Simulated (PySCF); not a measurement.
Geometries of 2 isomers of CH2N2, from PBE0-D3(BJ)/def2-SVP geometry optimisation, gas phase (PySCF 2.14.0). One conformer each, no zero-point energy, no frequencies.

Question: Which isomer lies lower at this level?
A.
```xyz
5
angstrom
N      1.851   -0.031   -0.491
C      0.715   -0.012   -0.245
N     -0.601    0.010   -0.021
H     -0.969    0.867    0.377
H     -0.996   -0.834    0.380
```
B.
```xyz
5
angstrom
N     -1.176   -0.265    0.152
C      0.000    0.000    0.026
N      1.176    0.265   -0.101
H     -1.963   -0.226   -0.472
H      1.963    0.226    0.524
```

Answer: A. That is `N#CN` (CH2N2), 6.0 kcal/mol below the other.

```csv
SMILES,atoms numbered as above,E (Eh),relative (kcal/mol),relative (kJ/mol),dipole (D)
N#CN,[N:1]#[C:2][NH2:3],-148.50273,0.0,0.0,4.61
N=C=N,[NH:1]=[C:2]=[NH:3],-148.49317,6.0,25.1,0.00
```

As drawn, the lower has a C≡N group, which the higher lacks; the higher has cumulated double bonds and a C=N bond, which the lower lacks.
